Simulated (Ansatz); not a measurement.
**Elastic constant C12 of rock-salt MgS at several levels of theory**

No measured value is used here.

```
level (code)                   value (GPa)  cell (Å³/atom)
-----------------------------  -----------  --------------
LDA (Ansatz)                             ?           16.87
PBE (Ansatz)                          41.6           17.88
r²SCAN (Ansatz)                          ?           17.61
B3LYP (VWN-RPA form) (Ansatz)         46.4           18.03
HSE06 (Ansatz)                        44.6           17.51
LC-ωPBE (Ansatz)                      47.4           17.23
r²SCAN0 (Ansatz)                      45.8           17.43
Hartree–Fock (Ansatz)                 50.3           18.45
```

### Question
Fill in the missing entries.

### Answer

- LDA (Ansatz, an electronic-structure program), value (GPa): 42.9
- r²SCAN (Ansatz), value (GPa): 44.1

Each level is taken at its own relaxed cell. Cutoffs and k meshes differ between the levels. Ansatz's density-functional and Hartree–Fock values are scalar-relativistic unless marked +SOC, with PAW data made under PBE.
